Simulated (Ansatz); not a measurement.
**Scan of [SiH3···H···Br], doublet**

Starting geometry:

```yaml
atoms:
  - { symbol: Si, position_ang: [-2.4509, 0.0000, 0.0000] }
  - { symbol: H, position_ang: [-2.9457, 1.3997, 0.0000] }
  - { symbol: H, position_ang: [-2.9457, -0.6999, 1.2122] }
  - { symbol: H, position_ang: [-2.9457, -0.6999, -1.2122] }
  - { symbol: H, position_ang: [-0.9663, 0.0000, 0.0000] }
  - { symbol: Br, position_ang: [0.9851, 0.0000, 0.0000] }
```

From there H5 is moved from one fragment to the other while all else, the fragments' distance too, stays fixed; atoms are numbered as listed. Energies are in kcal/mol, counted from the starting geometry at the same level. Kohn–Sham curves are unrestricted where that lies lower.

Basis cc-pVDZ; Ansatz 0.2.0. Only valence electrons are correlated (noble-gas cores and the filled d shells of p-block atoms frozen). Prefix R: restricted or restricted open-shell reference; prefix U: unrestricted. No spin–orbit coupling is included, and no scalar relativity.

In so small a basis the reference is far from its limit while semilocal and hybrid functionals are nearer theirs (RPA and double hybrids share much of the reference's basis error), so the functionals' errors here hold much of the reference's basis and frozen-core error, which can add to them or hide them.

Full CI isn't at hand for all of this; UCCSDT(Q) serves as the reference, and is uncertain by about the last step of the cluster series.

```csv
distance Si1-H5 (Å),UCCSDT(Q),PBE,r2SCAN,PBE0,B3LYP,r2SCANh,wB97M-V,B2PLYP,RPA-PBE
1.485,0.0,0.0,0.0,0.0,0.0,0.0,0.0,0.0,0.0
1.545,-0.1,-1.5,-1.2,-1.0,-0.8,-1.0,-0.3,-0.4,-0.1
1.665,1.6,-2.3,-1.5,-1.1,-0.2,-1.1,1.1,0.6,1.7
1.786,3.1,-1.8,-1.0,-0.4,1.2,-0.5,2.8,2.1,3.6
1.906,3.7,-0.6,-0.2,0.4,2.7,0.1,3.8,3.1,4.8
```

**Question.** Judged by the spread of the error over the points with a reference (largest less smallest), which of these follows UCCSDT(Q) best and which worst?

**Answer.** Subtracting the UCCSDT(Q) column from each: best wB97M-V (errors from -0.5 to 0.1, spread 0.6 kcal/mol), worst PBE (from -4.9 to 0.0, spread 4.9 kcal/mol). Functionals and wave-function methods converge differently with the basis, so part of this is basis effect.
